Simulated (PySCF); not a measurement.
Atoms are numbered as in `[CH3:1][C:2]([CH3:3])([CH3:4])[CH2:5][OH:6]`. Each H is labelled by its parent atom.

GIAO PBE0/pcSseg-1 shifts (PySCF 2.14, gas phase, non-relativistic, equivalent atoms averaged), each against references optimised in the same way as the molecule (TMS, H2O).

On the GFN2-xTB geometry: C5 78.2, C2 35.1, C1/C3/C4 27.1, O6 28.8, H(C5) 3.51, H(C1)/H(C3)/H(C4) 0.90, H(O6) 0.44 ppm.

What changes on the PBE0-D3(BJ)/def2-SVP geometry?

## Answers


```
            atoms  δ (ppm)  change
               C5     75.4    -2.8
               C2     32.5    -2.6
         C1/C3/C4     27.8    +0.7
               O6     29.0    +0.2
            H(C5)     3.33   -0.18
H(C1)/H(C3)/H(C4)     0.93   +0.03
            H(O6)     0.13   -0.31
```

Bonds between heavy atoms that differ most (equivalent bonds averaged): C2–C5 1.543 → 1.529 Å, C5–O6 1.406 → 1.404 Å. Mean change of bonds to hydrogen: C–H +0.013 Å, O–H -0.003 Å. The two structures also differ in conformation, which adds to the changes.
